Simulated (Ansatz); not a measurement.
Process, species as SMILES: [S+]#[C-] (C-S) → C atom + S atom
B3LYP-D3(BJ)/def2-TZVP geometries, fixed; electronic energies without zero-point terms.
Largest species:
```
C
S 1 1.5320
```
Charge 0, spin multiplicity 1.

Energies in hartree at r2SCAN with Ansatz (a quantum-chemistry and plane-wave program); the atomisation energy is their sum with the coefficients shown, times 627.509 kcal/mol a hartree. All functions are spherical. The program fits the integrals of some runs and decomposes those of others, by size. Open shells are unrestricted. No added dispersion term, no relativity.

| species | coefficient | part | cc-pV(D+d)Z | cc-pV(T+d)Z | cc-pV(Q+d)Z |
|---|---|---|---|---|---|
| [C-]#[S+] (C-S) | -1 | r2SCAN | -436.16907 | -436.19018 | -436.19679 |
| C atom | +1 | r2SCAN | -37.82627 | -37.83209 | -37.83413 |
| S atom | +1 | r2SCAN | -398.07726 | -398.08961 | -398.09355 |

Q: Predict the atomisation energy in cc-pV(5+d)Z (X = 5): let each r2SCAN step shrink by the ratio of the last two. Compare with the run.

A: 
- [C-]#[S+] (C-S): steps -0.02111 and -0.00661, ratio 0.313, so r2SCAN -436.19886 (run: -436.19997).
- C atom: steps -0.00582 and -0.00204, ratio 0.351, so r2SCAN -37.83485 (run: -37.83479).
- S atom: steps -0.01235 and -0.00394, ratio 0.319, so r2SCAN -398.09481 (run: -398.09589).
Predicted 168.93 kcal/mol; the run in cc-pV(5+d)Z gives 168.98, a miss of -0.06. Keeping the value in cc-pV(Q+d)Z, 168.87, would miss by -0.11. All sums are of the energies as printed.
